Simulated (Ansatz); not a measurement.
# C2H4F3N: up Jacob's ladder to CCSD(T)

Aim: compute C2H4F3N with functionals from several rungs and with coupled cluster, and see how far each lands from CCSD(T) at the basis-set limit for the atomisation energy.

Method: functionals in def2-TZVPP, the program's frozen cores in correlated methods; program: Ansatz 0.2.0, Gaussian basis.

Plan: LDA (SPW92), PBE-D4, revPBE-D4, BLYP-D4, r2SCAN-D4, B97M-V, PBE0-D4, B3LYP-D4, r2SCANh-D4, r2SCAN0-D4, HSE06-D4, BHLYP-D4, CAM-B3LYP-D4, LC-ωPBE, ωB97X-V, ωB97M-V, B2PLYP, PBE-QIDH; CCSD(T)/def2-SVP; CCSD(T)/def2-TZVPP; MP2/def2-QZVPP; extrapolation to the limit; RPA on PBE.

## Step 1: The relaxed structure

The geometry comes from an earlier relaxation with PBE0-D4 in a triple-zeta def2 set; it is a stationary point, not always the lowest conformer.

10 atoms, charge 0, spin multiplicity 1.

Atoms are counted from 1 here; the program's logs count them from 0.

Bond lengths: N1–C2 1.442 Å, N1–H7 1.011 Å, N1–H8 1.010 Å, C2–C3 1.511 Å, C2–H9 1.099 Å, C2–H10 1.092 Å, C3–F4 1.343 Å, C3–F5 1.332 Å, C3–F6 1.341 Å. Angles: C2–N1–H7 111.3°, C2–N1–H8 111.1°, H7–N1–H8 108.2°, N1–C2–C3 110.4°, N1–C2–H9 115.9°, N1–C2–H10 109.7°, C3–C2–H9 106.3°, C3–C2–H10 106.5°, H9–C2–H10 107.6°, C2–C3–F4 111.2°, C2–C3–F5 112.9°, C2–C3–F6 110.4°, F4–C3–F5 107.4°, F4–C3–F6 107.2°, F5–C3–F6 107.5°.

## Step 2: LDA

This LDA is Slater exchange with PW92 correlation.

Contents of in.yaml:

```yaml
crystal:
  periodic: [false, false, false]
  atoms:
    - {symbol: N, position_ang: [0.383057, -1.325808, -0.254398]}
    - {symbol: C, position_ang: [0.288027, -0.091829, 0.485372]}
    - {symbol: C, position_ang: [-0.354037, 0.981886, -0.361965]}
    - {symbol: F, position_ang: [-1.575437, 0.606824, -0.776688]}
    - {symbol: F, position_ang: [0.359177, 1.282713, -1.445909]}
    - {symbol: F, position_ang: [-0.504283, 2.109539, 0.348722]}
    - {symbol: H, position_ang: [-0.520220, -1.771042, -0.344544]}
    - {symbol: H, position_ang: [1.009770, -1.973949, 0.199735]}
    - {symbol: H, position_ang: [-0.291859, -0.135685, 1.418264]}
    - {symbol: H, position_ang: [1.288905, 0.266151, 0.734312]}
basis:
  gaussian: {orbitals: def2-TZVPP}
hamiltonian: {xc: lda}
output: {orbitals: {seedname: orbitals}}
```

Run with:

```console
$ ansatz run in.yaml --threads 4 --pin off --events-out ev --progress --plain --max-ram 10444MiB
```

After this run come: PBE-D4 (GGA); revPBE-D4 (GGA); BLYP-D4 (GGA); r2SCAN-D4 (meta-GGA); B97M-V (meta-GGA); PBE0-D4 (hybrid); B3LYP-D4 (hybrid); r2SCANh-D4 (hybrid); r2SCAN0-D4 (hybrid); HSE06-D4 (hybrid); BHLYP-D4 (hybrid); CAM-B3LYP-D4 (range-separated); LC-ωPBE (range-separated); ωB97X-V (range-separated); ωB97M-V (range-separated); B2PLYP (double hybrid); PBE-QIDH (double hybrid); CCSD(T) in def2-SVP; CCSD(T) in def2-TZVPP; MP2 in def2-QZVPP; RPA on PBE orbitals.

**Question.** What will the summary of the whole plan be? Wanted: atomisation energy, CCSD(T)/CBS; farthest beyond LDA; mean size of error, GGA; mean size of error, meta-GGA; mean size of error, hybrid; mean size of error, range-separated; mean size of error, double hybrid; gap, smallest and largest; T1 diagnostic.

The runs gave:

| quantity | value |
| --- | --- |
| atomisation energy, CCSD(T)/CBS | 924.0 kcal/mol |
| functionals within 4.6 kcal/mol (0.5 %) | revPBE-D4, r2SCAN-D4, B97M-V, B3LYP-D4 |
| farthest beyond LDA | BHLYP-D4 (-43.5 kcal/mol) |
| mean size of error, GGA | 14.2 kcal/mol |
| mean size of error, meta-GGA | 1.8 kcal/mol |
| mean size of error, hybrid | 14.2 kcal/mol |
| mean size of error, range-separated | 6.4 kcal/mol |
| mean size of error, double hybrid | 8.2 kcal/mol |
| gap, smallest and largest | 5.84 eV (BLYP-D4), 13.36 eV (LC-ωPBE) |
| T1 diagnostic | 0.0110 |
| triples share of the correlation energy | 3.2 % |

**Reading.** The LDA atomisation energy is off by 178.3 kcal/mol (19 %): it overbinds. PBE-D4 is off by +35.5 kcal/mol. Double hybrids carry the basis error of their MP2 part in triple zeta, and no dispersion term here, so their miss is partly the set-up's. Taken by rung, meta-GGA functionals do best (1.8 kcal/mol on average) and GGA ones worst beyond LDA (14.2 kcal/mol). hybrid functionals lie within the reference's doubt of that worst mean (14.2 kcal/mol), so those two tie. Misses under about 4.6 kcal/mol are within the doubt on the reference itself, which lacks core-valence correlation, relativity and higher excitations. Hartree-Fock recovers 69 % of the binding; the rest is correlation. CCSD(T) in def2-SVP is off by -48.6 kcal/mol, more than most functionals: a good method in a small basis is no reference. Orbital gaps span 5.8 to 13.4 eV; exact exchange widens them.
